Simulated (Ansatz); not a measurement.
**AlC₂ (quartet): the correlation ladder, def2-TZVPP**

One table from this session's results is given with a row withheld; the runs are named, their logs left out.

Computed with Ansatz 0.2.0, Gaussian basis. Level: def2-TZVPP, core rule «outside noble gas», up to 7 orbitals frozen.

Plan: UHF; ROHF; CCSD(T) on UHF.

5 further runs of the same task are left out: 1 for a known fault of the program, 4 set aside as unsound or not needed.

### The geometry

The geometry is a PBE0/def2-TZVP stationary point (not a proven minimum) of the parent state, kept for this charge and spin.

3 atoms, charge 0, spin multiplicity 4.

Atoms are counted from 1 here; the program's logs count them from 0.

Bond lengths: C1–Al2 1.920 Å, Al2–C3 1.920 Å. Angles: C1–Al2–C3 180.0°.

Set-up of the first run:

The input, in.yaml:

```yaml
crystal:
  periodic: [false, false, false]
  atoms:
    - {symbol: C, position_ang: [0.000000, 0.000000, 1.920050]}
    - {symbol: Al, position_ang: [0.000000, 0.000000, 0.000000]}
    - {symbol: C, position_ang: [0.000000, 0.000000, -1.920050]}
basis:
  gaussian: {orbitals: def2-TZVPP}
magnetization: {spin_polarized: true, initial_magnetization: 3}
hamiltonian: {xc: hf}
output: {orbitals: {seedname: orbitals}}
```

The run is started by

```
> ansatz run in.yaml --threads 1 --pin off --events-out ev --progress --plain --max-ram 4096MiB --backend cpu
```

Among the steps run: UHF; ROHF; CCSD(T) on UHF.

One of the session's tables, all rows but one given; the rest of the session is left out.

It belongs to the step «Misses and costs». 

| method | from UCCSD(T) (meV) |
| --- | --- |
| ROHF | +9465.0 |
| UHF | +8030.1 |
| UMP2 | ? |
| UCCSD | +505.7 |
| UCCSD(T) | 0 |

Estimate the missing values for UMP2.

As computed: from UCCSD(T) (meV): +1848.3. In the column «from UCCSD(T) (meV)» it lies between UCCSD (+505.7) and UHF (+8030.1).

The program flags UCCSD(T) as in doubt (see the logs), so the zero of the table is itself unsure.

Caveats from the session: The determinant is far from a pure spin state, so its energy mixes those of several spin states (harmless only where they are near-degenerate, as at dissociation). The program flags UCCSD(T) as in doubt, so the zero of the table is itself unsure.
